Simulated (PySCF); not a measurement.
## SiB⁺: frontier orbitals

TPSSh at R = 2.032 Å; Si STO-3G, B STO-3G; no relativity (PySCF 2.14). State: ³Π (triplet), unpaired electrons σ ↑, π ↑. Only the outer orbitals are listed, counted within each symmetry.

```tsv
spin	orbital	occ.	ε (eV)	on Si (%)	main shells (%)
α	5σ	1	-20.02	63	57 Si s, 30 B s
α	6σ	1	-14.62	42	54 B s, 33 Si s, 9 Si p
α	7σ	1	-10.98	42	52 B p, 35 Si p
α	2π	1	-10.61	54	54 Si p, 46 B p
α	2π	0	-9.26	58	58 Si p, 42 B p
α	3π	0	-6.48	46	54 B p, 46 Si p
α	3π	0	-5.73	42	58 B p, 42 Si p
β	5σ	1	-18.84	64	57 Si s, 27 B s, 9 B p
β	6σ	1	-12.74	59	40 B s, 38 Si s, 21 Si p
β	2π	0	-8.50	68	68 Si p, 32 B p
β	2π	0	-7.76	68	68 Si p, 32 B p
β	7σ	0	-7.11	27	43 B p, 30 B s, 27 Si p
```

**Question.** Which are the highest filled and the lowest empty level, where do they sit, and how wide is the gap?

**Answer.** Highest filled α 2π at -10.61 eV (in %: 54 Si p, 46 B p); lowest empty α 2π at -9.26 eV (in %: 58 Si p, 42 B p); the gap at TPSSh is 1.35 eV. Both belong to one degenerate shell, split only by its one-sided filling, so this is no excitation gap.

The bond order (Mayer) is 1.44 and the ⟨S²⟩ is 2.001. The charge on Si (Mulliken, basis-dependent) is 0.76 and the charge on Si (Löwdin, basis-dependent) is 0.75. The dipole moment (positive dipole points towards B; it is taken about the centre of mass and depends on that origin) is 0.85 D.

STO-3G is very small, so such numbers show the basis as much as the molecule. The state was picked by a PBE0 search and need not be the measured ground state.
